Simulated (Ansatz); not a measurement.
Basis-set extrapolation for `[AlH3-][PH3+]` (PBE0-D4/def2-TZVP geometry, frozen core, the Gaussian-basis code of Ansatz). Multiplicity 1, RHF reference.

```json
{"": "HF", "def2-TZVPP": "-586.143472", "def2-QZVPP": "-586.161263"}
{"": "MP2 correlation", "def2-TZVPP": "-0.270482", "def2-QZVPP": "-0.289943"}
{"": "CCSD(T) correlation", "def2-TZVPP": "-0.330186", "def2-QZVPP": "not run"}
```

Energies in hartree. Use E(X) = E(∞) + A·exp(−7.88·√X) for Hartree–Fock and E(X) = E(∞) + B·X^(−2.97) for correlation, with X = 3 and 4, and add CCSD(T) minus MP2 of the smaller set to the MP2 limit.

**Question.** What is the CCSD(T) energy at the basis-set limit?

**Answer.** HF limit: -586.161263 + (-0.017791) × 0.13774 = -586.16371. MP2 limit: -0.289943 + (-0.019461) × 0.74074 = -0.30436. Higher-order term: -0.330186 − (-0.270482) = -0.05970. Total: -586.52777 hartree, 142.1 kJ/mol below CCSD(T)/def2-TZVPP.
